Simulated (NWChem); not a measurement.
# B3LYP-D3(BJ)/6-31G(d) (spherical functions) run of C3H6 (propene)

Aim: the adiabatic ionisation energy of C3H6 (propene) at B3LYP-D3(BJ)/6-31G* (spherical functions), from 2 runs. 

Program for the calculation: NWChem 7.3.0.

1 further run of the same task is left out (set aside as unsound or not needed).

## Step 1: The system as given

C3H6: 9 atoms, total charge 0, spin state singlet. As SMILES, `C=CC`. The coordinates come from a PBE0-D4/def2-TZVP relaxation. The run starts from this shape.

Bond lengths: C1–C2 1.325 Å, C2–C3 1.490 Å, C1–H4 1.086 Å, C1–H5 1.084 Å, C2–H6 1.088 Å, C3–H7 1.095 Å, C3–H8 1.095 Å, C3–H9 1.092 Å. Some angles: C1–C2–C3 125.1°, C1–C2–H6 118.7°, C3–C2–H6 116.2°, C2–C1–H4 121.4°, C2–C1–H5 121.6°, C2–C3–H7 111.0°, C2–C3–H8 111.0°, C2–C3–H9 111.5°, H4–C1–H5 117.0°, H7–C3–H8 106.6°.

## Step 2: A structure relaxation at B3LYP-D3(BJ)/6-31G(d) (spherical functions)

Input file test.nw:

```
START test
TITLE "C3H6"
memory stack 880 mb heap 220 mb global 1100 mb
GEOMETRY units au
   C   -2.13425669   1.04709725  -1.09641910
   C    0.29782084   0.50323407  -0.84546347
   C    1.40765699  -1.02725512   1.24041623
   H   -3.52396128   0.38304749   0.25964837
   H   -2.82608542   2.17280710  -2.66111233
   H    1.61949529   1.21225931  -2.25312046
   H    2.38407848  -2.69342665   0.49945461
   H    2.81644782   0.06311685   2.29185984
   H   -0.04138500  -1.66125824   2.56492527
END
BASIS spherical bse
   * library 6-31G*
END
DFT
   xc b3lyp
   disp vdw 4
   grid fine
   convergence energy 1e-07
   iterations 100
   mulliken
   print low
END
DRIVER
   maxiter 60
END
FREQ
   temp 2 298.15 500
END
TASK dft optimize
TASK dft frequencies
```

Launch:

```sh
$ nwchem test.nw > test.out
```

The log of the run:

```text
[...]
 Group name             Cs
[...]
 d= 0,ls=0.0,diis     1   -117.8836568566 -1.89D+02  8.93D-03  2.33D-01     1.0
[...]
         Total DFT energy =     -117.913039292445
[...]
@    0    -117.91303929  0.0D+00  0.01047  0.00256  0.00000  0.00000      4.8
[...]
         Total DFT energy =     -117.913239376946
[...]
@    1    -117.91324171 -2.0D-04  0.00142  0.00037  0.01106  0.02617     10.2
[...]
         Total DFT energy =     -117.913248444759
[...]
@    2    -117.91324844 -6.7D-06  0.00020  0.00007  0.00173  0.00361     14.7
[...]
         Total DFT energy =     -117.913249020517
[...]
         Total DFT energy =   -117.913249020517
                         DFT ENERGY GRADIENTS
    atom               coordinates                        gradient
                 x          y          z           x          y          z
   1 C      -0.407911   2.425426   0.000000    0.000019  -0.000021   0.000000
   2 C       0.866127   0.251887   0.000000   -0.000000   0.000003   0.000000
   3 C      -0.313372  -2.328705   0.000000   -0.000064   0.000122   0.000000
   4 H      -2.464139   2.467433   0.000000   -0.000013  -0.000006   0.000000
   5 H       0.549071   4.242120   0.000000    0.000022  -0.000010   0.000000
   6 H       2.926991   0.303298   0.000000    0.000004   0.000036   0.000000
   7 H       0.274177  -3.421558  -1.663960    0.000027  -0.000048  -0.000001
   8 H       0.274177  -3.421558   1.663960    0.000027  -0.000048   0.000001
   9 H      -2.379873  -2.216411   0.000000   -0.000023  -0.000028   0.000000
[...]
@    3    -117.91324902 -5.8D-07  0.00005  0.00002  0.00064  0.00174     16.9
[...]
      Optimization converged
[...]
@    3    -117.91324902 -5.8D-07  0.00005  0.00002  0.00064  0.00174     16.9
[...]
 d= 0,ls=0.0,diis     2   -117.9132486355  1.67D-09  1.49D-06  1.92D-08    18.6
         Total DFT energy =     -117.913248635463
      One electron energy =     -296.701439133426
           Coulomb energy =      126.694272299499
    Exchange-Corr. energy =      -18.504671436371
 Nuclear repulsion energy =       70.606625048246
    Dispersion correction =       -0.008035413411
[...]
 Zero-Point correction to Energy  =   50.254 kcal/mol  (  0.080085 au)
 Thermal correction to Energy     =   56.193 kcal/mol  (  0.089549 au)
 Thermal correction to Enthalpy   =   57.186 kcal/mol  (  0.091132 au)
 Total Entropy                    =   72.677 cal/mol-K
   - Translational                =   39.686 cal/mol-K (mol. weight =  42.0469)
   - Rotational                   =   23.573 cal/mol-K (symmetry #  =        1)
   - Vibrational                  =    9.418 cal/mol-K
 Cv (constant volume heat capacity) =   20.468 cal/mol-K
   - Translational                  =    2.979 cal/mol-K
   - Rotational                     =    2.979 cal/mol-K
   - Vibrational                    =   14.509 cal/mol-K
[...]
 Normal Eigenvalue ||           Projected Infra Red Intensities
  Mode   [cm**-1]  || [atomic units] [(debye/angs)**2] [(KM/mol)] [arbitrary]
 ------ ---------- || -------------- ----------------- ---------- -----------
    1       -0.000 ||    0.000019           0.000         0.019       0.023
    2        0.000 ||    0.000078           0.002         0.076       0.091
    3        0.000 ||    0.000026           0.001         0.025       0.031
    4        0.000 ||    0.000036           0.001         0.035       0.042
    5        0.000 ||    0.000052           0.001         0.050       0.061
    6        0.000 ||    0.000000           0.000         0.000       0.000
    7      210.008 ||    0.000477           0.011         0.465       0.560
    8      426.163 ||    0.000980           0.023         0.955       1.150
    9      588.255 ||    0.010089           0.233         9.835      11.836
   10      935.278 ||    0.039382           0.909        38.391      46.204
   11      935.380 ||    0.001737           0.040         1.693       2.038
   12      957.095 ||    0.004405           0.102         4.294       5.168
   13     1034.418 ||    0.010532           0.243        10.267      12.357
   14     1082.110 ||    0.000433           0.010         0.422       0.508
[...]
```

Wall time 93 s (1 thread of INTEL XEON PLATINUM 8581C at 2.10GHz (Emerald Rapids), shared host); peak memory 0.16 GiB.

Step by step:

```
step  energy from the first frame kept (eV)
   0                                 0.0000
   1                                -0.0055
   2                                -0.0057
   3                                -0.0057
```

After the run. Bond lengths: C1–C2 1.333 Å, C2–C3 1.501 Å, C1–H4 1.088 Å, C1–H5 1.087 Å, C2–H6 1.091 Å, C3–H7 1.098 Å, C3–H8 1.098 Å, C3–H9 1.095 Å. Some angles: C1–C2–C3 125.1°, C1–C2–H6 118.9°, C3–C2–H6 116.0°, C2–C1–H4 121.5°, C2–C1–H5 121.8°, C2–C3–H7 111.2°, C2–C3–H8 111.2°, C2–C3–H9 111.5°, H4–C1–H5 116.6°, H7–C3–H8 106.6°.

## Step 3: The doublet cation: a geometry optimisation at UB3LYP-D3(BJ)/6-31G(d) (spherical functions)

Input file mol.xyz:

```xyz
9

C     -1.129400     0.554100    -0.580200
C      0.157600     0.266300    -0.447400
C      0.744900    -0.543600     0.656400
H     -1.864800     0.202700     0.137400
H     -1.495500     1.149800    -1.408200
H      0.857000     0.641500    -1.192300
H      1.261600    -1.425300     0.264300
H      1.490400     0.033400     1.212800
H     -0.021900    -0.879100     1.357300
```

Input file mol.nw:

```
start mol
memory stack 880 mb heap 220 mb global 1100 mb
charge 1

geometry units angstrom noautosym
 load format xyz mol.xyz
end

basis "ao basis" spherical bse
 * library 6-31G*
end

dft
 xc b3lyp
 mult 2
 disp vdw 4
 grid fine
 convergence energy 1e-07
 maxiter 100
 mulliken
 print low
end

driver
 maxiter 60
end

freq
 temp 2 298.15 500
end

task dft optimize
task dft frequencies
```

Launch:

```sh
$ nwchem mol.nw > mol.out
```

The log of the run, cut to the lines that bear on the results:

```text
[...]
 d= 0,ls=0.0,diis     1   -117.5019727547 -1.89D+02  6.77D-03  1.35D-01     2.0
[...]
         Total DFT energy =     -117.560615585074
[...]
@    0    -117.56061559  0.0D+00  0.09915  0.01858  0.00000  0.00000     14.9
[...]
         Total DFT energy =     -117.569928837776
[...]
@    1    -117.56992884 -9.3D-03  0.00604  0.00171  0.04700  0.11556     26.0
[...]
@    3    -117.57066063 -8.9D-05  0.00084  0.00021  0.01089  0.02552     54.6
[...]
         Total DFT energy =     -117.570668622947
[...]
@    4    -117.57066862 -8.0D-06  0.00020  0.00006  0.00262  0.00743     63.7
[...]
         Total DFT energy =     -117.570668982172
[...]
         Total DFT energy =   -117.570668982172
                         DFT ENERGY GRADIENTS
    atom               coordinates                        gradient
                 x          y          z           x          y          z
   1 C      -2.136488   0.962308  -0.965313   -0.000093  -0.000011   0.000039
   2 C       0.456368   0.355484  -0.656131    0.000034  -0.000018   0.000016
   3 C       1.453205  -1.145409   1.411480    0.000034   0.000026  -0.000048
   4 H      -3.537398   0.301970   0.387762    0.000010  -0.000001   0.000000
   5 H      -2.772101   2.096410  -2.556855    0.000039   0.000003  -0.000015
   6 H       1.777304   1.068006  -2.069327    0.000007   0.000003  -0.000003
   7 H       2.544194  -2.752485   0.621268   -0.000003   0.000006   0.000012
   8 H       2.966812  -0.058560   2.373252   -0.000006  -0.000013  -0.000001
   9 H       0.051947  -1.808729   2.769233   -0.000023   0.000004  -0.000000
[...]
@    5    -117.57066898 -3.6D-07  0.00004  0.00001  0.00040  0.00096     67.9
[...]
      Optimization converged
[...]
@    5    -117.57066898 -3.6D-07  0.00004  0.00001  0.00040  0.00096     67.9
[...]
 d= 0,ls=0.0,diis     2   -117.5706685286  2.71D-10  6.57D-07  3.11D-09    70.4
[...]
         Total DFT energy =     -117.570668528600
      One electron energy =     -288.834176004768
           Coulomb energy =      119.460928380526
    Exchange-Corr. energy =      -18.165265167605
 Nuclear repulsion energy =       69.975841036456
    Dispersion correction =       -0.007996773208
[...]
      <S2> =      0.7518 (Exact =     0.7500)
[...]
```

Run time: 4 min. Hardware: 1 thread of INTEL XEON PLATINUM 8581C at 2.10GHz (Emerald Rapids), shared host; peak memory 0.17 GiB.

The path in brief:

```csv
step,energy from the first frame kept (eV)
0,0.0000
1,-0.2534
2,-0.2709
3,-0.2733
4,-0.2736
5,-0.2736
```

After the run. Bond lengths: C1–C2 1.419 Å, C2–C3 1.451 Å, C1–H4 1.088 Å, C1–H5 1.087 Å, C2–H6 1.091 Å, C3–H7 1.110 Å, C3–H8 1.110 Å, C3–H9 1.091 Å. Some angles: C1–C2–C3 124.2°, C1–C2–H6 117.5°, C3–C2–H6 118.2°, C2–C1–H4 120.7°, C2–C1–H5 120.9°, C2–C3–H7 108.9°, C2–C3–H8 108.9°, C2–C3–H9 115.2°, H4–C1–H5 118.4°, H7–C3–H8 101.2°.

## Step 4: What came out

At B3LYP-D3(BJ)/6-31G* (spherical functions):

| quantity | value |
| --- | --- |
| run 1, B3LYP-D3(BJ)/6-31G*: total energy at the end | -117.91325 Eh |
| run 1, B3LYP-D3(BJ)/6-31G*: dispersion energy | -21.10 kJ/mol |
| run 1, B3LYP-D3(BJ)/6-31G*: lowest harmonic wavenumber | 210 cm⁻¹ |
| run 1, B3LYP-D3(BJ)/6-31G*: highest harmonic wavenumber | 3237 cm⁻¹ |
| run 1, B3LYP-D3(BJ)/6-31G*: zero-point energy | 210.3 kJ/mol |
| doublet cation: total energy at the end | -117.57067 Eh |
| doublet cation: dispersion energy | -21.00 kJ/mol |
| doublet cation: ⟨S²⟩ | 0.752 |
| doublet cation: lowest harmonic wavenumber | 99 cm⁻¹ |
| doublet cation: highest harmonic wavenumber | 3288 cm⁻¹ |
| doublet cation: zero-point energy | 202.2 kJ/mol |
| adiabatic ionisation energy (to the doublet cation, no zero-point term) | 9.322 eV |

The adiabatic ionisation energy (to the doublet cation, no zero-point term) is 9.32 eV (215 kcal/mol). All 21 modes (run 1, B3LYP-D3(BJ)/6-31G*) are real, so the shape is a minimum at this level. The optimisation (run 1, B3LYP-D3(BJ)/6-31G*) took 4 steps and changed the energy by -0.006 eV. All 21 modes (doublet cation) are real, so the shape is a minimum at this level. The optimisation (doublet cation) took 6 steps and changed the energy by -0.274 eV. Mulliken charges (doublet cation) run from -0.55 on C3 to +0.29 on H7; they depend strongly on the basis.
